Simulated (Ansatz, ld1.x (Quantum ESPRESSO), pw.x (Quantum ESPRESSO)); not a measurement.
**What a changed setting does to a pw.x run (bcc S)**

Potential: ultrasoft, ld1.x (Quantum ESPRESSO) 7.5, LDA (PW92); core [Ne], reference 3s2 3p4; waves: 3s (bound): rcut 1.30, rcutus 1.45 bohr; 3s channel at 0.2 Ry: rcut 1.30, rcutus 1.45 bohr; 3p (bound): rcut 1.14, rcutus 1.20 bohr; 3p channel at 4.1 Ry: rcut 1.14, rcutus 1.20 bohr; 3d channel at 0.1 Ry: rc 1.30 bohr; local part: the d channel; core correction: Bessel-smoothed model core, default radius (core density twice the valence density); augmentation: built from norm-conserving waves at rcut, not smoothed further.

The reference run (k-mesh 15³, cutoffs 100/800 Ry, Fermi–Dirac 0.01 Ry, mixing_beta 0.4, conv_thr 1e-9, no spin) gives 0.93 GPa at 14.574 Å³/atom, where all-electron LAPW gives 1.02 GPa. This run, with its own iteration cap, changes k-mesh points per axis to 6.

```
&control
  calculation='scf', prefix='x', pseudo_dir='./', outdir='./tmp', tstress=.true., disk_io='none'
/
&system
  ibrav=0, nat=1, ntyp=1, ecutwfc=100, ecutrho=800, nbnd=10,
  occupations='smearing', smearing='fd', degauss=0.01
/
&electrons
  conv_thr=1e-09, mixing_beta=0.4, electron_maxstep=60
/
ATOMIC_SPECIES
S 1.0 S.UPF
CELL_PARAMETERS angstrom
  -1.53876721 1.53876721 1.53876721
  1.53876721 -1.53876721 1.53876721
  1.53876721 1.53876721 -1.53876721
ATOMIC_POSITIONS crystal
S 0.0000 0.0000 0.0000
K_POINTS automatic
6 6 6 0 0 0
```

```bash
pw.x < S.scf.in > S.scf.out
```

Question: How does the run end?

Answer: It converges in 6 iterations; the free energy moves by +20.0 meV/atom and the pressure by -2.01 GPa.

```
Message from routine setup:
     using ibrav=0 with symmetry is DISCOURAGED, use correct ibrav instead
     lattice parameter (alat)  =       5.0365  a.u.
     unit-cell volume          =      98.3502 (a.u.)^3
     number of electrons       =         6.00
     number of Kohn-Sham states=           10
     kinetic-energy cutoff     =     100.0000  Ry
     charge density cutoff     =     800.0000  Ry
     scf convergence threshold =      1.0E-09
     Exchange-correlation= PW
     number of k points=    16  Fermi-Dirac smearing, width (Ry)=  0.0100
     iteration #  1     ecut=   100.00 Ry     beta= 0.40
     total energy              =     -31.22467986 Ry
     estimated scf accuracy    <       0.00119967 Ry
     iteration #  2     ecut=   100.00 Ry     beta= 0.40
     total energy              =     -31.22466236 Ry
     estimated scf accuracy    <       0.00034392 Ry
     iteration #  3     ecut=   100.00 Ry     beta= 0.40
     total energy              =     -31.22468287 Ry
     estimated scf accuracy    <       0.00001133 Ry
     iteration #  4     ecut=   100.00 Ry     beta= 0.40
     total energy              =     -31.22468383 Ry
     estimated scf accuracy    <          4.9E-09 Ry
     iteration #  5     ecut=   100.00 Ry     beta= 0.40
     total energy              =     -31.22468399 Ry
     estimated scf accuracy    <          1.7E-09 Ry
     iteration #  6     ecut=   100.00 Ry     beta= 0.40
     the Fermi energy is    10.6767 ev
!    total energy              =     -31.22468399 Ry
     estimated scf accuracy    <          6.9E-10 Ry
     smearing contrib. (-TS)   =      -0.00348165 Ry
     The total energy is F=E-TS. E is the sum of the following terms:
     one-electron contribution =       6.16841369 Ry
     hartree contribution      =       0.83110899 Ry
     xc contribution           =     -15.69334784 Ry
     ewald contribution        =     -22.52737717 Ry
     convergence has been achieved in   6 iterations
          total   stress  (Ry/bohr**3)                   (kbar)     P=      -10.72
     Message from routine punch:
     Nothing written, as per user request (disk_io='none')
```

The run took about 4.4 s on one core of a shared host (Neoverse-V1, 32 threads, 247 GiB, load 14).
